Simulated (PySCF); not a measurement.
Stepwise substitution at one centre (Si Cl-H). Isolated molecules, 0 K electronic values unless said otherwise. Strings in code marks are SMILES.

The HOMO from two functionals at the same geometries (CAM-B3LYP-D3(BJ)/def2-TZVP), both in PySCF: PBE-D3(BJ)/def2-TZVP and CAM-B3LYP-D3(BJ)/def2-TZVP. 

```
species                               PBE-D3(BJ)/def2-TZVP (eV)
------------------------------------  -------------------------
0 of 4 Cl replaced by H                                   -8.10
1 of 4 Cl replaced by H                                   -7.96
2 of 4 Cl replaced by H                                   -7.73
3 of 4 Cl replaced by H (`[SiH3]Cl`)                      -7.65
4 of 4 Cl replaced by H (`[SiH4]`)                        -8.52
```

What does CAM-B3LYP-D3(BJ)/def2-TZVP give for each?


- 0 of 4 Cl replaced by H: -10.90
- 1 of 4 Cl replaced by H: -10.73
- 2 of 4 Cl replaced by H: -10.48
- 3 of 4 Cl replaced by H (`[SiH3]Cl`): -10.40
- 4 of 4 Cl replaced by H (`[SiH4]`): -11.32
Over these rows, drawn at random from the members with no instability flagged (it was tested for open shells, ions and some series alone), PBE minus CAM-B3LYP-D3(BJ): mean +2.78 eV, from +2.75 eV to +2.80 eV.
